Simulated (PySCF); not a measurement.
Isomers of C4H10O2, mass 90.068 u with the commonest isotopes. Theory: PBE0-D3(BJ)/def2-SVP geometry optimisation, gas phase (PySCF). One conformer each, none proved a minimum here; rigid rotors.

**Question.** Order these by radius of gyration √(Σ m r²/M), smallest first.
A. `[CH3:1][O:2][CH2:3][CH2:4][CH2:5][OH:6]` with C1–O2–C3–C4 -178°, O2–C3–C4–C5 62°, C3–C4–C5–O6 178°, C4–C5–O6–H 65° (3-methoxy-1-propanol)
B. `[CH3:1][O:2][CH2:3][CH2:4][O:5][CH3:6]` with C1–O2–C3–C4 180°, O2–C3–C4–O5 180°, C3–C4–O5–C6 180°
C. `[OH:1][CH2:2][CH2:3][CH2:4][CH2:5][OH:6]` with H–O1–C2–C3 176°, O1–C2–C3–C4 -53°, C2–C3–C4–C5 -52°, C3–C4–C5–O6 -51°, C4–C5–O6–H -60°

**Answer.** C (1.794 Å), A (2.051 Å), B (2.128 Å).

**Question.** Order these by rotational constant C, largest first.
A. `[OH:1][CH2:2][CH2:3][CH2:4][CH2:5][OH:6]` with H–O1–C2–C3 176°, O1–C2–C3–C4 -53°, C2–C3–C4–C5 -52°, C3–C4–C5–O6 -51°, C4–C5–O6–H -60° (1,4-butanediol)
B. `[CH3:1][O:2][CH2:3][CH2:4][CH2:5][OH:6]` with C1–O2–C3–C4 -178°, O2–C3–C4–C5 62°, C3–C4–C5–O6 178°, C4–C5–O6–H 65°
C. `[CH3:1][O:2][CH2:3][CH2:4][O:5][CH3:6]` with C1–O2–C3–C4 180°, O2–C3–C4–O5 180°, C3–C4–O5–C6 180° (1,2-dimethoxyethane)

**Answer.** A (2032 MHz), B (1378 MHz), C (1259 MHz).

**Question.** Order these by dipole moment, smallest first.
A. `[CH3:1][O:2][CH2:3][CH2:4][CH2:5][OH:6]` with C1–O2–C3–C4 -178°, O2–C3–C4–C5 62°, C3–C4–C5–O6 178°, C4–C5–O6–H 65°
B. `[OH:1][CH2:2][CH2:3][CH2:4][CH2:5][OH:6]` with H–O1–C2–C3 176°, O1–C2–C3–C4 -53°, C2–C3–C4–C5 -52°, C3–C4–C5–O6 -51°, C4–C5–O6–H -60° (1,4-butanediol)
C. `[CH3:1][O:2][CH2:3][CH2:4][O:5][CH3:6]` with C1–O2–C3–C4 180°, O2–C3–C4–O5 180°, C3–C4–O5–C6 180° (1,2-dimethoxyethane)

**Answer.** C (0.00 D), B (0.45 D), A (1.98 D).

```csv
SMILES,point group,Ia (u·Å²),Ib (u·Å²),Ic (u·Å²),κ,μa (D),μb (D),μc (D)
OCCCCO,–,88.42,242.66,248.66,-0.97,0.06,0.28,0.35
COCCCO,C1,47.40,343.48,366.78,-0.98,1.83,0.62,0.46
COCCOC,C2h,26.20,388.03,401.37,-1.00,0.00,0.00,0.00
```
